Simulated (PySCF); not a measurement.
```xyz
4
charge 0 multiplicity 2, angstrom
Al   -0.4821    0.0000    0.0504
F     0.5625    0.0000    1.3349
O     0.0861    0.0000   -1.5425
H     1.0147    0.0000   -1.7775
```

Method: UPBE0 in PySCF with Al def2-TZVP, F def2-TZVP, O def2-TZVP, H def2-TZVP; no relativity; density-fitted integrals.

This geometry of AlF(OH) is a stationary point at this level.

**Question.** What is the point group?

**Answer.** Cs.

**Question.** Is it a minimum?

**Answer.** Yes: all harmonic wavenumbers are real.

**Question.** Give the atomic charges and bond orders.

**Answer.** 
| atom | Mulliken | Löwdin | polar tensor | spin (Mulliken) | Mayer order to Al1 |
| --- | --- | --- | --- | --- | --- |
| Al1 | 0.56 | 0.02 | 1.04 | 0.94 | – |
| F2 | -0.34 | -0.05 | -0.57 | 0.03 | 1.09 |
| O3 | -0.54 | -0.14 | -0.76 | 0.01 | 1.22 |
| H4 | 0.31 | 0.17 | 0.29 | 0.02 | 0.05 |
Other Mayer orders above 0.3: O–H 0.88.

**Question.** Give the ideal-gas entropy at 298.15 K and 1 bar by parts.

**Answer.** translation 160.5, rotation 95.5, vibration 17.6, spin 5.8; total 279.4 J/(mol K).

**Question.** What is the atomisation energy, with and without zero-point energy?

**Answer.** 1420 kJ/mol without, 1380 kJ/mol with.

This need not be the most stable arrangement of these atoms.
